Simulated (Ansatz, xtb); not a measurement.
# C3H7FO: which of two isomers lies lower

Structure I is `CC(C)(O)F`, a singlet and structure II is `OCCCF`, a singlet. Both are isolated molecules in the gas phase, relaxed with r2SCAN-D4/def2-SVP; the shapes shown needn't be the lowest conformers.

I (Å):

```xyz
12

C    -1.0729    0.5252   -1.0382
C    -0.8918   -0.0266    0.3576
C    -2.1828   -0.4045    1.0627
F    -0.1456   -1.2138    0.2467
O    -0.1478    0.8919    1.0798
H    -1.6582    1.4552   -1.0096
H    -0.0823    0.7422   -1.4618
H    -1.5845   -0.2101   -1.6739
H    -1.9504   -0.8441    2.0462
H    -2.7403   -1.1532    0.4818
H    -2.8149    0.4835    1.2085
H    -0.0704    0.5602    1.9859
```

II (Å):

```xyz
12

C    -1.7840   -1.0800    0.3969
C    -0.9566   -2.2565   -0.1189
C     0.3271   -1.8309   -0.7934
F     0.0482   -0.9478   -1.8440
O    -2.3957   -0.3471   -0.6348
H    -1.7024   -0.1437   -1.2788
H    -1.1382   -0.4388    1.0402
H    -2.5949   -1.4549    1.0432
H    -1.5731   -2.8430   -0.8225
H    -0.6879   -2.9269    0.7175
H     0.9897   -1.2965   -0.0885
H     0.8770   -2.6880   -1.2177
```

Estimate which is lower in electronic energy at CCSD(T)/def2-SVP + ΔMP2/def2-TZVPP, and by roughly how much.

The CCSD(T)/def2-SVP + ΔMP2/def2-TZVPP calculation puts structure I lower, by 16.7 kcal/mol.

The same difference at several levels:

```tsv
level	geometry	E(II) − E(I) (kcal/mol)	departure from the last row (kcal/mol)	job, with rough time for the two
GFN2-xTB	GFN2-xTB	+12.6	−4.2	optimisation, 0.47 s
HF/STO-3G	GFN2-xTB	+12.2	−4.5	single point, 0.88 s
r2SCAN-D4/def2-SVP//GFN2-xTB	GFN2-xTB	+18.9	+2.2	single point, 5.8 s
r2SCAN-D4/def2-SVP	r2SCAN-D4/def2-SVP	+18.5	+1.7	optimisation, 61 s
HF/def2-SVP	r2SCAN-D4/def2-SVP	+16.6	−0.1	part of the CCSD(T) run
MP2/def2-SVP	r2SCAN-D4/def2-SVP	+18.3	+1.6	part of the CCSD(T) run
CCSD(T)/def2-SVP	r2SCAN-D4/def2-SVP	+17.6	+0.9	single point
CCSD(T)/def2-SVP + ΔMP2/def2-TZVPP	r2SCAN-D4/def2-SVP	+16.7		single point, 72 s
```

As drawn, both hold the same kinds of bond in the same numbers. Structure I has 2 methyl groups, II 0.

None of the levels shown reverses the order. The largest departure from CCSD(T)/def2-SVP + ΔMP2/def2-TZVPP is that of HF/STO-3G, 4.5 kcal/mol. The last row adds to CCSD(T) the change of the MP2 difference between the two basis sets, here −0.9 kcal/mol.

With harmonic frequencies from r2SCAN-D4/def2-SVP (ideal gas, rigid rotor, one conformer each, 298.15 K, 1 atm): the zero-point term adds +1.4 kcal/mol; ΔH is +17.9 and ΔG +17.8 kcal/mol.

The correlated steps freeze 5 core orbitals. Programs: Ansatz 0.2.0, xtb 6.7.1; the last row on 2 threads of Intel(R) Xeon(R) Processor @ 2.50GHz (Skylake/Cascade Lake) on a shared host.
